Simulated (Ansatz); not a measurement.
Abridged output of a molecular run in Ansatz:

```
Functional definition: HF
1169 factors; integrals over basis functions are off by at most 9.0e-4 eV
mean field evaluation 1: about -8314.9282 eV, gradient 3.9e1 eV
mean field evaluation 2: about -8315.2264 eV, gradient 3.9e1 eV
mean field evaluation 4: about -8318.2516 eV, gradient 4.5e0 eV
mean field evaluation 8: about -8318.3205 eV, gradient 4.2e-1 eV
mean field evaluation 16: about -8318.3218 eV, gradient 1.2e-6 eV
mean field -8318.32175885 eV, -305.6926862769 hartree, gradient 1.2e-6 eV, S^2 0.000000; 0 other end points of the search recorded, 0 dependent functions left out
5 core orbitals not correlated: weight in the atoms' cores, before any rotation towards them, 1.000 or more for the frozen orbitals, at most 0.000 for the correlated occupied ones
reference -8318.32175885 eV, -305.6926862769 hartree; 14, 14 occupied and 164, 164 virtual orbitals, 1169 factors
second order -26.75929835 eV of doubles, -0.00000000 eV of singles
cycle   1  -26.29017050 eV  change    4.7e-1 eV  update   1.2e-1
cycle   2  -26.92238019 eV  change   -6.3e-1 eV  update   3.9e-2
cycle   3  -27.09547895 eV  change   -1.7e-1 eV  update   2.0e-2
cycle   4  -27.07881301 eV  change    1.7e-2 eV  update   5.0e-3
cycle   5  -27.07626136 eV  change    2.6e-3 eV  update   2.3e-3
cycle   6  -27.07803405 eV  change   -1.8e-3 eV  update   7.8e-4
cycle   7  -27.07795367 eV  change    8.0e-5 eV  update   4.1e-4
cycle   8  -27.07764331 eV  change    3.1e-4 eV  update   2.0e-4
cycle   9  -27.07773577 eV  change   -9.2e-5 eV  update   1.1e-4
cycle  10  -27.07773610 eV  change   -3.2e-7 eV  update   5.4e-5
cycle  11  -27.07771197 eV  change    2.4e-5 eV  update   2.6e-5
perturbative correction -1.15973750 eV, -0.0426195670 hartree
Total energy: -8346.55920832 eV, -306.7303934048 hartree
```

Its atoms:

```xyz
7

N    -0.873   -1.265    1.166
C    -0.415   -0.377    0.459
C     0.201    0.564   -0.211
O     0.979    0.343   -1.283
F    -0.020    1.858    0.075
H    -1.775   -1.629    0.848
H     1.903    0.507   -1.055
```

(1) Which basis set was used?
A. def2-TZVPPD
B. def2-TZVPP
C. def2-SVP
D. def2-SVPD

(2) Write the keys of the input that set method, charge and spin (a neutral closed shell needs none for the last two).

## Answers

(1) B. It gives 183 functions.

(2) 
```yaml
correlation: {method: ccsd_t}
```
